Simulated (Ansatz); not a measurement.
**Molecular dynamics, step by step**

CH2BS (SMILES [CH2+]B=S) (charge +1), closed shell, PBE0-D4/def2-SVP (Ansatz 0.2.0). Settings (timestep in fs, temperature in K; T counts 9 degrees of freedom):

```yaml
hamiltonian: {xc: pbe0, dispersion: d4}
md: {n_steps: 30, timestep: 1.0, temperature: 1000, ensemble: nvt_nose_hoover, seed: 553, initial_velocities: maxwell_boltzmann}
```

Start (the SMILES describes the start alone):

C1  (-0.356, 0.480, -0.288)
B2  (0.422, -0.570, 0.345)
S3  (1.297, -1.743, 1.047)
H4  (-0.360, 1.515, 0.044)
H5  (-1.001, 0.318, -1.148)
(Å)

```tsv
step	time (fs)	potential energy less the start (meV)	kinetic energy (meV)	T (K)
0	0.00	0.0	387.8	1000
2	2.00	81.5	309.9	799
4	4.00	177.5	215.1	555
6	6.00	216.9	173.3	447
8	8.00	281.8	112.2	289
10	10.00	242.5	148.3	382
12	12.00	197.7	195.1	503
14	14.00	127.3	265.0	683
16	16.00	73.0	318.9	822
18	18.00	90.2	304.3	785
20	20.00	116.9	276.6	713
22	22.00	196.8	200.5	517
24	24.00	227.8	169.1	436
26	26.00	226.0	171.2	442
28	28.00	236.3	162.4	419
30	30.00	220.9	177.6	458
```

Step 4, positions (Å) and forces (eV/Å):

| atom | x | y | z | Fx | Fy | Fz |
| --- | --- | --- | --- | --- | --- | --- |
| C1 | -0.360 | 0.453 | -0.278 | -0.748 | 1.748 | -2.299 |
| B2 | 0.409 | -0.554 | 0.366 | 1.010 | -2.237 | 1.179 |
| S3 | 1.294 | -1.736 | 1.038 | 0.005 | 0.122 | -0.009 |
| H4 | -0.158 | 1.485 | 0.093 | -0.691 | -0.127 | -0.348 |
| H5 | -0.927 | 0.258 | -1.261 | 0.424 | 0.495 | 1.476 |

Step 12, positions (Å) and forces (eV/Å):

```
atom       x       y       z      Fx      Fy      Fz
  C1  -0.356   0.455  -0.297   0.554  -0.941  -1.390
  B2   0.397  -0.585   0.440  -1.857   1.145  -0.981
  S3   1.292  -1.726   1.024   1.595  -1.859   1.081
  H4  -0.101   1.443   0.033  -0.422   1.390   0.123
  H5  -0.874   0.283  -1.292   0.130   0.266   1.167
```

Step 24, positions (Å) and forces (eV/Å):

| atom | x | y | z | Fx | Fy | Fz |
| --- | --- | --- | --- | --- | --- | --- |
| C1 | -0.298 | 0.513 | -0.344 | -2.512 | -0.887 | -0.615 |
| B2 | 0.273 | -0.580 | 0.488 | 1.699 | -0.826 | 0.111 |
| S3 | 1.327 | -1.752 | 1.028 | -1.262 | 1.228 | -0.483 |
| H4 | -0.384 | 1.584 | -0.145 | 0.726 | 0.378 | 0.207 |
| H5 | -1.036 | 0.242 | -1.191 | 1.349 | 0.107 | 0.780 |

Last step (30):

```xyz
5
angstrom
C -0.3240 0.5427 -0.3583
B 0.2553 -0.5931 0.5043
S 1.3335 -1.7560 1.0269
H -0.2553 1.6256 -0.1613
H -0.8833 0.1119 -1.1650
```

Hardware: 1 CPU thread of an Intel Xeon, shared host. Wall time about 30 s.
